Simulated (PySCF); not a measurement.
## Electric field gradients and quadrupole coupling constants

Compound: ethanolate, C2H5O (charge -1).
Structure used (PBE0-D3(BJ)/def2-SVP), in Å, numbered top down from 1:
```xyz
8
C2H5O angstrom
C      0.779    0.078    0.024
C     -0.771   -0.067   -0.079
O     -1.357    0.881   -0.741
H      1.274   -0.731    0.605
H      1.208    0.102   -0.995
H      1.016    1.053    0.490
H     -1.091   -0.222    1.035
H     -0.903   -1.160   -0.472
```

Field gradients from the PBE0/pcSseg-1 density (PySCF, non-relativistic), principal values in atomic units, ordered |Vxx| ≤ |Vyy| ≤ |Vzz|:

```json
{"atom": "O3", "Vxx": "-0.7607", "Vyy": "-0.8473", "Vzz": "1.6080"}
```

Problem. Find the asymmetry η = (Vxx − Vyy)/Vzz and the couplings χ = eQV/h (234.96 MHz × Q in barn × V in au), with Q(17O) = −0.0256 b.

Solution. 
```tsv
atom	environment	nucleus	η	χzz (MHz)	χxx (MHz)	χyy (MHz)
O3	alkoxide oxygen	17O	0.05	-9.67	4.58	5.10
```

Problem. What is Vzz at O3 in SI units (1 au = 9.71736 × 10²¹ V/m²)?

Solution. 1.6080 au = 15.625 × 10²¹ V/m².

Were the hydrogens deuterons (Q(2H) = 0.00286 b), χzz would run from 136 kHz (H8 and H7) to 197 kHz (H5 and H6).

Isolated species at its PBE0-D3(BJ)/def2-SVP geometry, gas phase. The pcSseg-1 basis has no diffuse functions, a weakness for an anion. The HOMO energy is positive at this level (+0.94 eV), so the outermost electrons may be held by the finite basis alone. With a basis this small, the couplings can be 20 % off.

The run behind these numbers computed NMR shieldings as well. Time: 3.0 s; peak memory 0.36 GiB. Hardware: Arm Neoverse V1, one thread (shared host).
